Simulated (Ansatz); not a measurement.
Consider the formal hydrolysis of a C–C bond: `CC(F)C(F)F` + H₂O → `CC(O)F` + difluoromethane.

Calculated with Ansatz (gas phase, PBE0-D4/def2-TZVP geometries, no zero-point term in ΔE). CBS: MP2 limit from def2 TZ/QZ plus the TZ coupled-cluster correction, frozen cores. This one scheme is used for every species. Functionals use def2-TZVPP. B3LYP here is the variant with VWN-RPA as its local correlation; programs differ in this. HSE06 is defined as in plane-wave codes. Each species was taken in one conformer, which may not be the lowest.

| level | ΔE (kJ/mol) | difference from CCSD(T)/CBS |
| --- | --- | --- |
| LDA (SPW92) | 19.2 | -6.6 |
| PBE-D4 | 15.7 | -10.1 |
| revPBE-D4 | 16.5 | -9.3 |
| BLYP-D4 | 13.3 | -12.5 |
| r2SCAN-D4 | 18.2 | -7.6 |
| B97M-V | 18.8 | -7.0 |
| PBE0-D4 | 17.9 | -7.9 |
| B3LYP-D4 | 15.1 | -10.7 |
| r2SCANh-D4 | 18.6 | -7.2 |
| r2SCAN0-D4 | 19.2 | -6.6 |
| HSE06-D4 | 17.6 | -8.2 |
| BHLYP-D4 | 16.0 | -9.8 |
| CAM-B3LYP-D4 | 15.6 | -10.2 |
| ωB97X-V | 17.8 | -8.0 |
| B2PLYP | 14.6 | -11.2 |
| PBE-QIDH | 19.2 | -6.6 |
| PBE | 12.2 | -13.6 |
| revPBE | 8.5 | -17.3 |
| BLYP | 6.3 | -19.5 |
| r2SCAN | 17.2 | -8.6 |
| PBE0 | 14.9 | -10.9 |
| r2SCANh | 17.6 | -8.2 |
| r2SCAN0 | 18.0 | -7.8 |
| HSE06 | 14.7 | -11.1 |
| BHLYP | 12.1 | -13.7 |
| CAM-B3LYP | 12.6 | -13.2 |
| RPA@PBE/def2-TZVPP | 19.3 | -6.5 |
| HF/def2-SVP | 0.2 | -25.6 |
| MP2/def2-SVP | 13.9 | -11.9 |
| CCSD/def2-SVP | 11.6 | -14.2 |
| CCSD(T)/def2-SVP | 12.2 | -13.6 |
| HF/def2-TZVPP | 7.1 | -18.7 |
| SCS-MP2/def2-TZVPP | 18.9 | -6.9 |
| CCSD/def2-TZVPP | 20.3 | -5.5 |
| CCSD(T)/def2-TZVPP | 21.3 | -4.5 |
| HF/def2-QZVPP | 7.4 | -18.4 |
| MP2/def2-QZVPP | 25.9 | 0.1 |
| SCS-MP2/def2-QZVPP | 21.6 | -4.2 |
| MP2/CBS(def2) | 27.7 | 1.9 |
| CCSD/CBS(def2) | 24.9 | -0.9 |
| CCSD(T)/CBS | 25.8 | 0 |

Largest T1 diagnostic among the species: 0.011.

Leaving LDA and LC-ωPBE aside and taking each functional with its dispersion term where it has one, the values, not all of them listed here, spread over 7.1 kJ/mol, from BLYP-D4 to ωB97M-V. LDA lies +7.0 kJ/mol from PBE without D4. The D4 term adds +5.3 kJ/mol with B3LYP and +3.0 kJ/mol with PBE0; it sums over pairs of atoms, weighted by their polarisabilities, and B3LYP, whose exchange is more repulsive, gets the larger term.
